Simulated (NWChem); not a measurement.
Program: NWChem. System: Cl2 (+1), charge 1, spin multiplicity 2, at a geometry optimised with UPBE/def2-SVP. The structure started from a generated list of species. Its SCF solution wasn't tested for a lower state. Level: URI-MP2/cc-pVDZ, 10 core orbitals frozen.

Job file:

```
start mol
memory heap 200 mb stack 900 mb global 1100 mb
charge 1
geometry units angstroms nocenter noautoz
  Cl     0.000000     0.000000     0.979924
  Cl     0.000000     0.000000    -0.979924
  symmetry group D2h
end
basis spherical
  * library cc-pvdz
end
basis "ri-mp2 basis" spherical
  * library cc-pvdz-ri
end
scf
  uhf
  nopen 1
  maxiter 100
  thresh 1e-7
  semidirect memsize 60000000 filesize 0
  # guess.movecs holds the orbitals of an unrestricted PBE0 run
  vectors input guess.movecs output mol.movecs
end
mp2
  freeze core 10
end
task rimp2 energy
```

Output (cleaned and shortened):

```
             Northwest Computational Chemistry Package (NWChem) 7.3.0
             --------------------------------------------------------

                                NWChem Input Module
                                -------------------

 Scaling coordinates for geometry "geometry" by  1.889725989
 (inverse scale =  0.529177249)

 Turning off AUTOSYM since
 SYMMETRY directive was detected!

                             Geometry "geometry" -> ""
                             -------------------------

 Output coordinates in angstroms (scale by  1.889725989 to convert to a.u.)

  No.       Tag          Charge          X              Y              Z
 ---- ---------------- ---------- -------------- -------------- --------------
    1 Cl                  17.0000     0.00000000     0.00000000     0.97992400
    2 Cl                  17.0000     0.00000000     0.00000000    -0.97992400

 Effective nuclear repulsion energy (a.u.)      78.0326969035

            Nuclear Dipole moment (a.u.)
            ----------------------------
        X                 Y               Z
 ---------------- ---------------- ----------------
     0.0000000000     0.0000000000     0.0000000000

      Symmetry information
      --------------------

 Group name             D2h
 Group number             26
 Group order               8
 No. of unique centers     1

      Symmetry unique atoms

     1


 Summary of "ao basis" -> "" (spherical)
 ------------------------------------------------------------------------------
       Tag                 Description            Shells   Functions and Types
 ---------------- ------------------------------  ------  ---------------------
 *                          cc-pvdz                   on all atoms

 Summary of "ri-mp2 basis" -> "" (spherical)
 ------------------------------------------------------------------------------
       Tag                 Description            Shells   Functions and Types
 ---------------- ------------------------------  ------  ---------------------
 *                         cc-pvdz-ri                 on all atoms

 Summary of "ao basis" -> "ao basis" (spherical)
 ------------------------------------------------------------------------------
       Tag                 Description            Shells   Functions and Types
 ---------------- ------------------------------  ------  ---------------------
 Cl                         cc-pvdz                  8       18   4s3p1d

                                 NWChem SCF Module
                                 -----------------

  ao basis        = "ao basis"
  functions       =    36
  atoms           =     2
  alpha electrons =    17
  beta  electrons =    16
  charge          =   1.00
  wavefunction    = UHF
  use symmetry    = T
  symmetry adapt  = T

 Summary of "ao basis" -> "ao basis" (spherical)
 ------------------------------------------------------------------------------
       Tag                 Description            Shells   Functions and Types
 ---------------- ------------------------------  ------  ---------------------
 Cl                         cc-pvdz                  8       18   4s3p1d

      Symmetry analysis of basis
      --------------------------

        ag          9
        au          1
        b1g         1
        b1u         9
        b2g         4
        b2u         4
        b3g         4
        b3u         4

 Forming initial guess at       0.0s

   Symmetry analysis of molecular orbitals - initial alpha
[...]
  --------------------------------------

    Atom       Charge   Shell Charges
 -----------   ------   -------------------------------------------------------
    1 Cl  17     8.50   1.00  1.00  0.53  0.45  3.00  1.64  0.85  0.03
    2 Cl  17     8.50   1.00  1.00  0.53  0.45  3.00  1.64  0.85  0.03

   Mulliken analysis of the beta density
   -------------------------------------

    Atom       Charge   Shell Charges
 -----------   ------   -------------------------------------------------------
    1 Cl  17     8.00   1.00  1.00  0.51  0.46  3.00  1.24  0.75  0.03
    2 Cl  17     8.00   1.00  1.00  0.51  0.46  3.00  1.24  0.75  0.03

   Mulliken analysis of the spin density
   -------------------------------------

    Atom       Charge   Shell Charges
 -----------   ------   -------------------------------------------------------
    1 Cl  17     0.50  -0.00  0.00  0.01 -0.01 -0.00  0.40  0.10 -0.00
    2 Cl  17     0.50  -0.00  0.00  0.01 -0.01 -0.00  0.40  0.10 -0.00

       Multipole analysis of the density wrt the origin
       ------------------------------------------------

     L   x y z        total         alpha         beta         nuclear
     -   - - -        -----         -----         ----         -------
     0   0 0 0      1.000000    -17.000000    -16.000000     34.000000

     1   1 0 0      0.000000     -0.000000      0.000000      0.000000
     1   0 1 0      0.000000      0.000000     -0.000000      0.000000
     1   0 0 1      0.000000      0.000000     -0.000000      0.000000

     2   2 0 0    -17.195105     -8.826137     -8.368967      0.000000
     2   1 1 0      0.000000      0.000000      0.000000      0.000000
     2   1 0 1     -0.000000      0.000000     -0.000000      0.000000
     2   0 2 0    -15.837379     -8.865570     -6.971809      0.000000
     2   0 1 1     -0.000000     -0.000000      0.000000      0.000000
     2   0 0 2    -10.218207    -65.670717    -61.137510    116.590020

                               NWChem RI-MP2 Module
                               --------------------

 Summary of "ri-mp2 basis" -> "ri-mp2 basis" (spherical)
 ------------------------------------------------------------------------------
       Tag                 Description            Shells   Functions and Types
 ---------------- ------------------------------  ------  ---------------------
 Cl                        cc-pvdz-ri               24       76   9s7p5d3f

 SCF Reference Information:
            File: './mol.movecs'
           Title: ''
    Size (AOxMO):     36 x (     36,     36)
       Total Occ:                17.00,  16.00
 RI-MP2 Calculation Information:
          Nr. of AO basis functions:         36
     Nr. of fitting basis functions:        152
               Nr. of MO spin cases:          2
        Nr. of MOs to be correlated:         26         26
     Nr. of occupied MOs correlated:          7          6
      Nr. of virtual MOs correlated:         19         20

          RI integral approximation: 'V'
    Threshold for Schwarz screening:  1.000E-09
 Smallest eigenvalue retained in fit  1.000E-08
    Type of storage for MO integrals 'EAF library'

 Transformation block size    7, requiring     1 integral passes.
 XForm_3cInts: Completed     1:    7 pass.
 Transformation block size    6, requiring     1 integral passes.
 XForm_3cInts: Completed     1:    6 pass.
 Energy evaluation using block sizes     7    7
 RIMP2_V_E2: Approx. ints. done (    1:    7,    1:    7)
 RIMP2_V_E2: Copy to B done (    1:    7,    1:    7)
 RIMP2_V_E2: Denominators done (    1:    7,    1:    7)
 RIMP2_V_E2: Completed block (    1:    7,    1:    7)
 RIMP2_V_E2: Approx. ints. done (    1:    7,    1:    6)
 RIMP2_V_E2: Copy to B done (    1:    7,    1:    6)
 RIMP2_V_E2: Denominators done (    1:    7,    1:    6)
 RIMP2_V_E2: Completed block (    1:    7,    1:    6)
 RIMP2_V_E2: Approx. ints. done (    1:    6,    1:    6)
 RIMP2_V_E2: Copy to B done (    1:    6,    1:    6)
 RIMP2_V_E2: Denominators done (    1:    6,    1:    6)
 RIMP2_V_E2: Completed block (    1:    6,    1:    6)

          -------------------------------------------
          SCF energy                -918.547978511740
          Correlation energy          -0.270031408959
          Total MP2 energy          -918.818009920699
          -------------------------------------------

 -----------------------
 Performance information
 -----------------------

 Timer overhead =  9.75D-08 seconds/call

               Nr. of calls         CPU time (s)                 Wall time (s)                GFlops
             ---------------    -------------------     ------------------------------   -------------------
Name         Min   Avg   Max    Min     Avg     Max     Min     Avg     Max   Mx/calls   Min     Max     Sum
Overall       1     1     1   0.42    0.42    0.42     0.42    0.42    0.42    0.42      0.0     0.0     0.0
3c integr     2     2     2   8.48E-2 8.48E-2 8.48E-2  8.48E-2 8.48E-2 8.48E-2 4.24E-2   0.0     0.0     0.0
Energy        1     1     1   3.70E-3 3.70E-3 3.70E-3  3.70E-3 3.70E-3 3.70E-3 3.70E-3   0.0     0.0     0.0
3c integr     2     2     2   8.31E-2 8.31E-2 8.31E-2  8.31E-2 8.31E-2 8.31E-2 4.16E-2   0.0     0.0     0.0
First 2/3     6     6     6   5.28E-4 5.28E-4 5.28E-4  5.28E-4 5.28E-4 5.28E-4 8.80E-5   0.0     0.0     0.0
Final 1/3     2     2     2   5.71E-4 5.71E-4 5.71E-4  5.71E-4 5.71E-4 5.71E-4 2.86E-4   0.0     0.0     0.0
Write 3c      2     2     2   2.15E-4 2.15E-4 2.15E-4  2.15E-4 2.15E-4 2.15E-4 1.08E-4   0.0     0.0     0.0
Read 3c i     3     3     3   1.26E-4 1.26E-4 1.26E-4  1.26E-4 1.26E-4 1.26E-4 4.20E-5   0.0     0.0     0.0
Fitting b     1     1     1   8.29E-3 8.29E-3 8.29E-3  8.29E-3 8.29E-3 8.29E-3 8.29E-3   0.0     0.0     0.0
Schwarz i     1     1     1   7.87E-3 7.87E-3 7.87E-3  7.87E-3 7.87E-3 7.87E-3 7.87E-3   0.0     0.0     0.0
Form 4ci      3     3     3   4.45E-4 4.45E-4 4.45E-4  4.45E-4 4.45E-4 4.45E-4 1.48E-4   0.0     0.0     0.0
Form A &      3     3     3   2.47E-3 2.47E-3 2.47E-3  2.47E-3 2.47E-3 2.47E-3 8.23E-4   0.0     0.0     0.0
Denominat     3     3     3   3.14E-5 3.14E-5 3.14E-5  3.14E-5 3.14E-5 3.14E-5 1.05E-5   0.0     0.0     0.0
Pair Ener     3     3     3   2.49E-4 2.49E-4 2.49E-4  2.49E-4 2.49E-4 2.49E-4 8.31E-5   0.0     0.0     0.0

 The average no. of pstat calls per process was 3.30D+01
 with a timing overhead of 3.22D-06s

 Task  times  cpu:        0.4s     wall:        0.4s

 Total times  cpu:        0.4s     wall:        0.4s
```
